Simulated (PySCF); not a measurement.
NaCl, SMILES [Cl][Na]. Atoms are numbered in the order given.

```xyz
2

Na     0.0000     0.0000    -1.4405
Cl     0.0000     0.0000     0.9321
```

Geometry optimised at PBE-D3(BJ)/def2-TZVPD.

These are HF/def2-TZVPD (PySCF) values and carry that method's errors.

Gas-phase values at a fixed geometry.

Problem. Estimate the frontier levels, gap, dipole moment and polarisability. (Estimate from the structure and the level; the computed values follow.)

Solution. 
```json
{
 "highest_occupied_level": "-9.62 eV",
 "lowest_empty_level": "-0.51 eV",
 "orbital_gap": "9.11 eV",
 "dipole_moment": "9.30 D",
 "quadrupole, principal values (traceless, Buckingham form, about the centre of nuclear charge)": "-4.28, -4.28, 8.55 D·Å",
 "mean_static_polarisability": "26.6 bohr³ (3.95 Å³)",
 "polarisability_principal_values": "25.7, 25.7, 28.5 bohr³"
}
```
